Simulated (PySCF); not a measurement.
Gas-phase reaction: B2H6 + B → 3 BH2

Method: PySCF energies (xtb for GFN2) plus ideal-gas RRHO corrections (1 bar). † marks an energy on the PBE0/def2-TZVP geometry and frequencies; other levels use their own. Open shells (unrestricted): B (multiplicity 2), BH2 (multiplicity 2); the rest are closed-shell singlets. GFN2 has no spin-polarisation term. Spin-orbit splitting is ignored; it lowers the true energy and changes the entropy of B.

GFN2-xTB gives ΔH°(298 K) = 149 kJ.

Problem. What do BLYP/def2-TZVP†, PBE0/def2-QZVP†, ωB97M-V/def2-TZVP† give?

Solution. BLYP/def2-TZVP†: 314 kJ; PBE0/def2-QZVP†: 341 kJ; ωB97M-V/def2-TZVP†: 367 kJ. For scale, ΔH°(298 K) is 149 kJ at this level, 367 kJ at ωB97M-V/def2-TZVP†, and runs from 149 to 435 kJ over the 20 levels computed († marks an energy on the PBE0/def2-TZVP geometry).
